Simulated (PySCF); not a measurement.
formamide (CH3NO), SMILES NC=O.

Coordinates come from a B3LYP-D3(BJ)/def2-TZVP optimisation. One conformer was computed; it need not be the lowest.

All values below come from TDDFT-M06-2X/def2-SVPD (PySCF 2.14.0).

Vertical excitations. Gas-phase values at a fixed geometry. State labels are in the subgroup Cs.

Q: Estimate the UV-visible absorptions. (The exact figures need the calculation; the answer reports its results.)

A: 
```tsv
state	symmetry	energy (eV)	λ (nm)	f	main pairs
S1	A"	5.42	229	0.001	HOMO→LUMO+1 97 %
S2	A"	7.39	168	0.013	HOMO−1→LUMO 94 %
S3	A'	7.49	166	0.046	HOMO−1→LUMO+1 51 %, HOMO→LUMO 46 %
S4	A'	8.05	154	0.207	HOMO→LUMO 40 %, HOMO−1→LUMO+1 36 %, HOMO→LUMO+2 19 %
S5	A"	8.32	149	0.003	HOMO−1→LUMO+2 85 %
S6	A'	8.59	144	0.142	HOMO→LUMO+2 78 %
S7	A"	9.17	135	0.008	HOMO−1→LUMO+3 83 %
S8	A'	9.24	134	0.086	HOMO→LUMO+3 82 %
S9	A"	9.72	128	0.007	HOMO→LUMO+4 97 %
S10	A"	9.95	125	0.001	HOMO−3→LUMO+1 93 %
T1	A"	5.06	245	0	HOMO→LUMO+1 96 %
T2	A'	5.59	222	0	HOMO−1→LUMO+1 94 %
T3	A"	7.24	171	0	HOMO−1→LUMO 89 %
T4	A'	7.66	162	0	HOMO→LUMO 93 %
```
Triplets are in the Tamm–Dancoff approximation, which puts them higher than full response would, so one can lie above its singlet here.
